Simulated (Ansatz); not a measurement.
# Relaxing Bi

Method: DFT PBEsol, scalar-relativistic, plane waves, PAW (Ansatz 0.2.0). Cutoff 420 eV, Γ-centred k mesh, Gaussian smearing, no spin polarisation in the final step.

The start puts Bi on the beta-tungsten (A15) structure type (Pm-3n, No. 223), at a guessed volume.

```
Bi
1.0
     6.52907    0.00000    0.00000
     0.00000    6.52907    0.00000
     0.00000    0.00000    6.52907
Bi
8
Direct
  0.50000 0.50000 0.50000
  0.00000 0.00000 0.00000
  0.25000 0.00000 0.50000
  0.50000 0.25000 0.00000
  0.50000 0.75000 0.00000
  0.75000 0.00000 0.50000
  0.00000 0.50000 0.75000
  0.00000 0.50000 0.25000
```

Cell and atoms relax at zero pressure; the relaxation can't lower the symmetry of the start. After a coarse first stage the cell is made exact in the group found at 0.06 Å.

Energies count from the standard state of Bi at the same level.

Task: Describe the relaxed structure.

Result: It keeps Pm-3n (No. 223). The result has the beta-tungsten (A15) structure. Conventional cell: a = 6.270 Å. Bi on Wyckoff site a (2 atoms of the primitive cell) is coordinated by 12 Bi at 3.51 Å; Bi on Wyckoff site c (6 atoms of the primitive cell) has 2 Bi at 3.14 Å, 4 Bi at 3.51 Å and 8 Bi at 3.84 Å.

```cif
data_structure
_symmetry_space_group_name_H-M 'Pm-3n'
_symmetry_Int_Tables_number 223
_cell_length_a 6.2701
_cell_length_b 6.2701
_cell_length_c 6.2701
_cell_angle_alpha 90.000
_cell_angle_beta 90.000
_cell_angle_gamma 90.000
_cell_volume 246.50
loop_
_atom_site_label
_atom_site_type_symbol
_atom_site_symmetry_multiplicity
_atom_site_Wyckoff_symbol
_atom_site_fract_x
_atom_site_fract_y
_atom_site_fract_z
_atom_site_occupancy
Bi1 Bi 2 a 0.50000 0.50000 0.50000 1
Bi2 Bi 6 c 0.25000 0.00000 0.50000 1
```

Task: What are its volume, energy, density and gap?

Result: The volume per atom is 30.81 Å³. The density is 11.26 g/cm³ and the energy over the standard structure is 0.22 eV/atom. The gap on the 6×6×6 mesh is 0 eV (a metal).

The final run used a 6×6×6 mesh on its 8-atom cell and 0.10 eV smearing. The k mesh leaves about 4 meV/atom of noise in metals. Spin–orbit coupling is left out. Symmetry constrained the relaxation, so the result can be a saddle point. The steps took roughly 100 core-seconds in all.

This form isn't the element's structure at ambient conditions.